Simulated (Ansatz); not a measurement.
C2H4OS2 can be A, `S=COCS`, or B, `CSC(O)=S`.

Computed with Ansatz on PBE0-D4/def2-TZVP structures; ΔE is electronic, products minus reactants. CBS: MP2 limit from def2 TZ/QZ plus the TZ coupled-cluster correction, frozen cores. Functionals use def2-TZVPP. B3LYP here is the variant with VWN-RPA as its local correlation; programs differ in this. One conformer a species, not always the lowest.

(1) Which is lower in electronic energy at CCSD(T)/CBS, and by how much? (An estimate is asked.)

(2) Give E(B) − E(A) in kcal/mol with B3LYP-D4, B3LYP, r2SCAN-D4, CCSD(T)/def2-TZVPP, PBE0-D4, B2PLYP, PBE-D4. (An estimate is asked.)

Largest T1 diagnostic: 0.016.

## Answers

(1) Ansatz gave: B, by 17.7 kcal/mol.

(2) Computed: B3LYP-D4 -17.4, B3LYP -16.3, r2SCAN-D4 -20.1, CCSD(T)/def2-TZVPP -16.0, PBE0-D4 -19.4, B2PLYP -17.1, PBE-D4 -19.9. None reverses the order clearly.

In def2-TZVPP, CCSD(T) changes the Hartree–Fock value by −3.3 kcal/mol (the triples alone add −1.0 kcal/mol) and MP2 by −6.5 kcal/mol. The D4 term adds −1.1 kcal/mol with B3LYP and −0.5 kcal/mol with PBE0; it sums over pairs of atoms, weighted by their polarisabilities, and B3LYP, whose exchange is more repulsive, gets the larger term.
